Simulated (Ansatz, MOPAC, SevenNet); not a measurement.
# Elastic constant C12 of rutile SnO₂: levels of theory against measurement

Reference value: 177 GPa (measured, temperature not stated, not corrected to a static lattice; as tabulated in Oses et al. (2018), arXiv:1811.08464).

Put these levels in order of the elastic constant C12 that they give for rutile SnO₂, smallest first: HSE06 (Ansatz, a program for electronic structure), PM6 semi-empirical Hartree-Fock (MOPAC), SevenNet-l3i5.

SevenNet-l3i5 (141 GPa), HSE06 (173 GPa), PM6 semi-empirical Hartree-Fock (MOPAC) (217 GPa)

Unless a cell is named, each level is at its own relaxed cell (PM6 semi-empirical Hartree-Fock (MOPAC) 14.14, SevenNet-l3i5 12.61, HSE06 12.02 Å³/atom).

Differences against the reference: PM6 semi-empirical Hartree-Fock (MOPAC) +23 %, SevenNet-l3i5 -20 %, HSE06 -2.3 %.

The reference isn't brought to a static lattice, while the calculations are for one, so the differences are not the levels' errors alone.  PM6 semi-empirical Hartree-Fock (MOPAC): the method was fitted mainly to molecules. PM6 semi-empirical Hartree-Fock (MOPAC): the run uses a supercell at the zone centre in place of a k mesh. Each level is taken at its own relaxed cell. Ansatz's density-functional and Hartree–Fock values are scalar-relativistic unless marked +SOC, with PAW data made under PBE.

Machine-learned potentials (SevenNet-l3i5) are trained on DFT data: a solid inside that data is no test of them.

Differences are worked out from the printed values.
